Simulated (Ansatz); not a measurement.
**CH (doublet): wave-function methods side by side at distance C1–H2 = 0.916 Å, cc-pVTZ**

How much of the correlation energy of CH (doublet) does each wave-function method recover here?

The runs use Ansatz 0.2.0, Gaussian basis; cc-pVTZ, core rule «outside noble gas», up to 1 orbitals frozen.

Plan: UHF; CCSD(T) on ROHF; CCSD(T) on UHF; BCCD(T) on ROHF; CISD; CCSDT(Q) on ROHF; CCSDT(Q) on UHF; CASSCF and MRCISD+Q, 3 electrons in 3 orbitals; CASSCF and NEVPT2, 3 electrons in 3 orbitals; CASSCF and MRCISD+Q, 5 electrons in 5 orbitals; CASSCF and MRCISD+Q(relaxed), 5 electrons in 5 orbitals; CASSCF and NEVPT2, 5 electrons in 5 orbitals; Full CI.

16 further runs of the same task are left out: 1 for a known fault of the program, 10 that didn't finish, 5 set aside as unsound or not needed.

## 1. The system

The geometry derives from a PBE0/def2-TZVP stationary point (not a proven minimum). One bond is set to the value named and the two fragments are kept rigid.

2 atoms, charge 0, spin multiplicity 2.

Atoms are counted from 1 here; the program's logs count them from 0.

Bond lengths: C1–H2 0.916 Å.

## 2. UHF

Input file in.yaml:

```yaml
crystal:
  periodic: [false, false, false]
  atoms:
    - {symbol: C, position_ang: [0.000000, 0.000000, 0.000000]}
    - {symbol: H, position_ang: [0.000000, 0.000000, 0.916000]}
basis:
  gaussian: {orbitals: cc-pVTZ}
magnetization: {spin_polarized: true, initial_magnetization: 1}
hamiltonian: {xc: hf}
output: {orbitals: {seedname: orbitals}}
```

Started as:

```sh
$ ansatz run in.yaml --threads 1 --pin off --events-out ev --progress --plain --max-ram 2393MiB
```

The runs that follow: CCSD(T) on ROHF; CCSD(T) on UHF; BCCD(T) on ROHF; CISD; CCSDT(Q) on ROHF; CCSDT(Q) on UHF; CASSCF and MRCISD+Q, 3 electrons in 3 orbitals; CASSCF and NEVPT2, 3 electrons in 3 orbitals; CASSCF and MRCISD+Q, 5 electrons in 5 orbitals; CASSCF and MRCISD+Q(relaxed), 5 electrons in 5 orbitals; CASSCF and NEVPT2, 5 electrons in 5 orbitals; Full CI.

Before running them: what should the planned runs give, taken together? Wanted: FCI below the RHF energy; RMP2 from FCI; UMP2 from FCI; RCCSD from FCI; RCCSD(T) from FCI; UCCSD(T) from FCI; RCCSDT(Q) from FCI; UCCSDT(Q) from FCI; NEVPT2 pair from FCI.

The runs gave:

| quantity | value |
| --- | --- |
| FCI below the RHF energy | -3.5657 eV |
| RMP2 from FCI | +728.5 meV |
| UMP2 from FCI | +855.6 meV |
| RCCSD from FCI | +103.2 meV |
| RCCSD(T) from FCI | +18.7 meV |
| UCCSD(T) from FCI | +31.2 meV |
| RCCSDT(Q) from FCI | +0.2 meV |
| UCCSDT(Q) from FCI | -0.1 meV |
| NEVPT2 pair from FCI | +577.6 meV |
| MRCISD+Q pair from FCI | -2.4 meV |
| NEVPT2 valence from FCI | +597.7 meV |
| levels within 1 kcal/mol (43 meV) | RCCSD(T), UCCSD(T), BCCD(T), RCCSDT, UCCSDT, RCCSDT(Q), UCCSDT(Q), MRCISD+Q pair, MRCISD+Q valence, MRCISD+Q(relaxed) valence |
| T1 diagnostic | 0.016 |
| effectively unpaired electrons | 1.05 |

RCCSD(T) lands +18.7 meV from the yardstick (0.5 % of the correlation energy). MRCISD+Q pair, MRCISD+Q(relaxed) valence fall below full CI: the +Q correction isn't variational, and the cores differ from full CI's. One determinant dominates. Of the multireference levels listed MRCISD+Q pair comes nearest in total energy (-2.4 meV), which doesn't show that its space is the better one. These misses are within one basis, not against nature; the frozen cores of restricted and unrestricted runs differ, which can shift their rows.
